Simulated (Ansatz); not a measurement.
`COC(O)O`, charge 0, multiplicity 1.

(1) Give a relaxed structure at PBE0-D4/def2-TZVP (Ansatz 0.2.0). (An estimate is asked.)

Results:

(1) Ansatz gave: 
Cartesian coordinates in Å:
```
C 1.087 -1.067 -0.013
O -0.274 -0.698 0.028
C -0.488 0.662 -0.205
O -0.015 1.472 0.801
O -1.857 0.829 -0.316
H 1.661 -0.550 0.762
H 1.530 -0.842 -0.991
H 1.131 -2.141 0.159
H 0.050 0.971 -1.115
H -0.608 1.358 1.553
H -2.216 0.006 -0.664
```
This is one stationary point; other conformers may exist.
